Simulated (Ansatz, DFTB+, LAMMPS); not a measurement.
# fcc Ni, lattice constant a

Reference value: 3.508 Å (measured, static lattice: zero-point anharmonic expansion removed; as tabulated in Mejia-Rodriguez and Trickey (2018), arXiv:1807.09216).

```tsv
level (code)	value (Å)	error (%)
GFN1-xTB as cut by DFTB+	3.828	+9.12
SNAP Ni_Zuo_JPCA2020.snap (LAMMPS)	3.522	+0.40
LDA (Ansatz)	3.423	-2.42
PBE (Ansatz)	3.519	+0.31
PBE-D4 (Ansatz)	3.483	-0.71
PBEsol-D3(BJ) (Ansatz)	3.429	-2.25
r²SCAN-D4 (Ansatz)	3.467	-1.17
HSE06-D3(BJ) (Ansatz)	3.453	-1.57
```

Leaving aside GFN1-xTB as cut by DFTB+ (doubt noted below): Once the reference is moved by up to 0.10 % (a margin picked here for doubts on the reference and the settings) and values within 0.10 % count as equal, the nearest can be PBE (+0.31 %) or SNAP Ni_Zuo_JPCA2020.snap (+0.40 %). Farthest off among them: LDA (-2.42 %). Within 1 %: SNAP Ni_Zuo_JPCA2020.snap, PBE, PBE-D4.

Spin-polarised runs: LDA (parallel moments), PBE (parallel moments), PBE-D4 (parallel moments), PBEsol-D3(BJ) (parallel moments), r²SCAN-D4 (parallel moments), HSE06-D3(BJ) (parallel moments). GFN1-xTB as cut by DFTB+: the cell moved over 20 % in volume from its start. GFN1-xTB as cut by DFTB+: the method was fitted mainly to molecules. GFN1-xTB as cut by DFTB+: this magnet was run without spin. GFN1-xTB as cut by DFTB+: codes differ in how they cut the long-range tail of xTB's charge interaction in a crystal, so the value belongs to this code. Cutoffs and k meshes differ between the levels. Ansatz's density-functional and Hartree–Fock values are scalar-relativistic unless marked +SOC, with PAW data made under PBE.

Machine-learned potentials (SNAP Ni_Zuo_JPCA2020.snap) are trained on DFT data: a solid inside that data is no test of them.

Differences are worked out from the printed values.

Ansatz is a program for electronic structure.
